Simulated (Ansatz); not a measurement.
**Al₂H₄ (singlet): the correlation ladder at distance Al1–Al2 = 2.887 Å, cc-pVDZ**

How much of the correlation energy of Al₂H₄ (singlet) does each wave-function method recover here?

The runs use Ansatz 0.2.0, Gaussian basis; cc-pVDZ, core rule «outside noble gas», up to 10 orbitals frozen.

The runs, in order: UHF; CCSD(T) on RHF; BCCD(T) on RHF; CISD; CCSDT(Q) on RHF; CCSDTQ on RHF; CASSCF and MRCISD+Q, 2 electrons in 2 orbitals; CASSCF and NEVPT2, 2 electrons in 2 orbitals.

### 1 The geometry

The geometry derives from a PBE0/def2-TZVP stationary point (not a proven minimum). One bond is set to the value named and the two fragments are kept rigid.

6 atoms, charge 0, spin multiplicity 1.

Atoms are counted from 1 here; the program's logs count them from 0.

Bond lengths: Al1–H3 1.595 Å, Al1–H4 1.595 Å, Al2–H5 1.595 Å, Al2–H6 1.595 Å. Angles: H3–Al1–H4 116.1°, H5–Al2–H6 116.1°.

### 2 UHF

The input, in.yaml:

```yaml
crystal:
  periodic: [false, false, false]
  atoms:
    - {symbol: Al, position_ang: [0.000000, 0.000000, 1.443500]}
    - {symbol: Al, position_ang: [0.000000, 0.000000, -1.443500]}
    - {symbol: H, position_ang: [0.000000, 1.353331, 2.287315]}
    - {symbol: H, position_ang: [0.000000, -1.353331, 2.287315]}
    - {symbol: H, position_ang: [0.000000, 1.353331, -2.287315]}
    - {symbol: H, position_ang: [0.000000, -1.353331, -2.287315]}
basis:
  gaussian: {orbitals: cc-pVDZ}
magnetization: {spin_polarized: true, initial_magnetization: 0}
hamiltonian: {xc: hf}
output: {orbitals: {seedname: orbitals}}
```

Started as:

```sh
$ ansatz run in.yaml --threads 1 --pin off --events-out ev --progress --plain --max-ram 4096MiB --backend cpu
```

After this run come: CCSD(T) on RHF; BCCD(T) on RHF; CISD; CCSDT(Q) on RHF; CCSDTQ on RHF; CASSCF and MRCISD+Q, 2 electrons in 2 orbitals; CASSCF and NEVPT2, 2 electrons in 2 orbitals.

Before running them: what should the planned runs give, taken together? Wanted: RCCSDTQ from the RHF energy; RMP2 from RCCSDTQ; RCCSD from RCCSDTQ; RCCSD(T) from RCCSDTQ; RCCSDT(Q) from RCCSDTQ; NEVPT2 pair from RCCSDTQ; MRCISD+Q pair from RCCSDTQ; T1 diagnostic.

As calculated:

| quantity | value |
| --- | --- |
| RCCSDTQ from the RHF energy | -4.8338 eV |
| RMP2 from RCCSDTQ | +1237.2 meV |
| RCCSD from RCCSDTQ | +117.6 meV |
| RCCSD(T) from RCCSDTQ | +31.1 meV |
| RCCSDT(Q) from RCCSDTQ | +0.9 meV |
| NEVPT2 pair from RCCSDTQ | +1247.4 meV |
| MRCISD+Q pair from RCCSDTQ | +2.9 meV |
| levels within 1 kcal/mol (43 meV) | RCCSD(T), BCCD(T), RCCSDT, RCCSDT(Q), MRCISD+Q pair |
| T1 diagnostic | 0.011 |

**Reading.** RCCSD(T) misses by +31.1 meV, 0.6 % of the correlation energy. Of the multireference levels listed MRCISD+Q pair comes nearest in total energy (+2.9 meV), which doesn't show that its space is the better one. These misses are within one basis, not against nature.
